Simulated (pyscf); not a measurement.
Structures and frequencies: ωB97X-D3(BJ)/def2-SVP in PySCF.

### Question
Estimate the classical barrier height and the reaction energy of HO–PH–OH (SMILES OPO) + SiH₂ (SMILES [SiH2]) [singlet] → HO–PH–O–SiH: (SMILES OPO[SiH]) [singlet] + H₂ (SMILES [H][H]) at ωB97M-D3(BJ)/def2-TZVP. The step runs on the singlet surface, breaks H–O, H–Si and forms O–Si, H–H; take the separated reactants as zero.

### Answer
ΔE‡ = 0.9 kcal/mol, ΔE = -29.9 kcal/mol. Zero-point energy shifts the barrier by +0.3 kcal/mol. It is a four-centre exchange, with an imaginary mode of 1460i cm⁻¹. On the reactant side the descent ends in an adduct with a O–Si contact, 21.6 kcal/mol under the separated species and 20.8 kcal/mol under the saddle at ωB97X-D3(BJ)/def2-TZVP. What is counted as formed (O–Si) is already present as a longer contact in the reactant adduct; forming that adduct is a step of its own. The same reactants have a lower exit, to HO–P(OH)–SiH₃ (barrier -5.4 kcal/mol at ωB97M-D3(BJ)/def2-TZVP, against +0.9 kcal/mol here). This is the saddle that the search found; another between the same sides may lie lower.
